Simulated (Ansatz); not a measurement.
`CBS` + H–F → `FBS` + CH₄ at 298.15 K and 1 bar (ligand exchange at a B–C bond).

Isolated molecules relaxed with PBE0-D4/def2-TZVP in Ansatz; ΔE leaves out vibrations. CCSD(T)/CBS adds triple-zeta CCSD(T) − MP2 to the extrapolated MP2 energy (def2 sets, frozen cores). This one scheme is used for every species. Each species was taken in one conformer, which may not be the lowest.

```
species  CCSD(T)/CBS energy (Eh)  H − E (kJ/mol)  S (J/(mol·K))
  `CBS`               -463.66090           169.8          285.8
    H–F               -100.39570            33.5          173.6
  `FBS`               -523.64132            78.3          268.1
    CH₄                -40.46206           127.4          186.2
```

H − E and S are ideal-gas, rigid-rotor, harmonic terms from PBE0-D4/def2-TZVP, for one conformer and one mirror image of each species. 1 Eh = 2625.50 kJ/mol, R = 8.31446 J/(mol·K).

By hand: ΔE, ΔH, ΔS and ΔG.

ΔE = (-523.64132) + (-40.46206) − (-463.66090) − (-100.39570) = -0.04678 Eh = -122.8 kJ/mol. Δ(H − E) = 78.3 + 127.4 − 169.8 − 33.5 = 2.4, so ΔH = -120.4 kJ/mol. ΔS = 268.1 + 186.2 − 285.8 − 173.6 = -5.1 J/(mol·K). ΔG = -120.4 − 298.15 × (-5.1)/1000 = -118.9 kJ/mol.

By hand: the equilibrium constant, and the temperature at which ΔG would vanish if ΔH and ΔS stayed fixed.

log₁₀ K = −ΔG/(RT ln 10) = 20.8. ΔG = 0 at ΔH/ΔS = 23608 K, far beyond where these terms or the molecules hold.

The number of gas molecules stays the same, so ΔS is small and ΔH decides. A doubt of 5 kJ/mol in ΔE shifts log₁₀ K by 0.9 here. Other conformers and mirror images would add mixing entropy, several J/(mol·K) or more a flexible species. These are equilibria of isolated gas molecules and say nothing of rates. Largest T1 diagnostic: 0.014 (customary marks: 0.02 for closed shells, 0.045 for open ones).
